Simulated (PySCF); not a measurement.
An unknown shows these calculated signals:

1H NMR (600 MHz, computed): δ 5.53 (quint, J = 8.6 Hz, 1H), 4.82 (dt, J = 8.5, 2.7 Hz, 2H), 4.25 (dt, J = 8.7, 2.7 Hz, 2H), -0.10 (br s, 1H).

13C{1H} NMR (computed): δ 212.0 (C), 93.1 (CH), 72.7 (CH2), 69.0 (CH2).

PySCF 2.14.0 with density-fitted response routines calculation with PBE0-D3(BJ)/def2-SVP geometry, J couplings at B3LYP/pcJ-1 (without the spin–dipole term) and shielding tensors at KT2/pcSseg-2 (GIAO); no solvent, a single conformation, averaged over atoms made equivalent by symmetry, fast rotation or ring inversion, relativity neglected.

Scale: TMS for 1H (31.18 ppm), 13C (182.28 ppm) (reference shieldings calculated alike).

**Question.** Which of these does the molecule contain: an OH group, a methoxy group, a non-aromatic C=C double bond, an aldehyde, an amide?

**Answer.** 
- An OH group: yes (δH -0.10 (br s)).
- A methoxy group: no.
- A non-aromatic C=C double bond: yes.
- An aldehyde: no.
- An amide: no.

The data belong to `InChI=1S/C4H6O/c1-2-3-4-5/h3,5H,1,4H2`; they needn't prove each group on their own.

Carbon signals by region: 1 in the far downfield region (above 160 ppm), 3 at 50–100 ppm. Above 160 ppm: 212.0, central carbon of an allene.

OH/NH shifts are gas-phase values; hydrogen bonding in solution moves them, usually downfield. Multiplet labels drop couplings under 1 Hz and merge nearly equal ones. Unscaled 3J(H,H) at this level run about 10 % above measured values. Shifts are as computed. Against solution values, carbons near 30 ppm lie about +3 ppm off and those near 130 ppm about -1 ppm. Of 1211 compounds with measured shifts, 218 miss one by over three times the rms of a fit or turn the order of signals round; such compounds aren't used in these exercises. Couplings across =CH–CH2 type bonds come from one rotamer and its mirror image, and can be 1–2 Hz further off. Couplings to exchangeable protons are dropped.
